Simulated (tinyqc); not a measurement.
Worked calculation: Pariser-Parr-Pople SCF with singles CI, for the molecule Fc1[cH+]c1Cl (SMILES; centres numbered as the heavy atoms are written). One step of it, computed by the program tinyqc.

Question. Iteration 2: orbitals and new P. Diagonalise F (the basis is taken as orthonormal) and form P = 2 sum c c over the lowest orbitals; 0.5 of the old P is kept.

F (eV), lower triangle:
```
             1F          2C          3C          4C         5Cl
1F   -19.824366
2C    -4.972896  -12.363094
3C     0.829353   -4.518679  -11.174264
4C     0.566608   -4.197305   -4.928210  -11.611730
5Cl   -0.120834    0.354075    0.725432   -3.333226  -21.349780
```

pi electrons, sum of z_r less the charge = 6

P after iteration 1, lower triangle:
```
            1F         2C         3C        4C       5Cl
1F    1.654968
2C    0.620922   0.834871
3C   -0.325599   0.564692   0.891218
4C   -0.222462   0.479507   0.673331  0.816013
5Cl   0.065479  -0.145102  -0.297269  0.463633  1.802931
```

Give: orbital energies; P after iteration 2.

Answer.

orbital energies (eV): -23.499  -22.096  -18.642  -6.205  -5.881

P after iteration 2, lower triangle:
```
         1F      2C      3C     4C    5Cl
1F    1.722
2C    0.565   0.803
3C   -0.293   0.584   0.832
4C   -0.220   0.517   0.683  0.783
5Cl   0.058  -0.136  -0.244  0.392  1.860
```
